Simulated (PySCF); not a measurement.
Computed with PySCF and rigid-rotor harmonic-oscillator thermochemistry at 1 bar. Table values come from the NASA 1993 polynomials. All species are closed-shell singlets. The harmonic model lacks anharmonicity and excited electronic states, which grow with temperature; levels with a mode under 35 cm⁻¹ are left out. The table's entry may be an old estimate for BH (not checked at source).

Harmonic frequencies at PBE/def2-SVP (cm⁻¹): 2264. Point group C∞v; S°(298 K) = 172.1 J/mol/K at this level.

Problem. Work out Cp and S° of gaseous BH at 500, 800, 1200, 1600, 2000 K from these, and set them beside the table.

Solution. 
```
T (K)  Cp PBE/def2-SVP  Cp table  S° PBE/def2-SVP  S° table
-----  ---------------  --------  ---------------  --------
500               29.6      29.8            187.2     187.0
800               31.5      31.8            201.5     201.4
1200              33.8      34.2            214.8     214.8
1600              35.1      35.8            224.7     224.9
2000              35.8      36.9            232.6     233.0
```
Units J/mol/K.
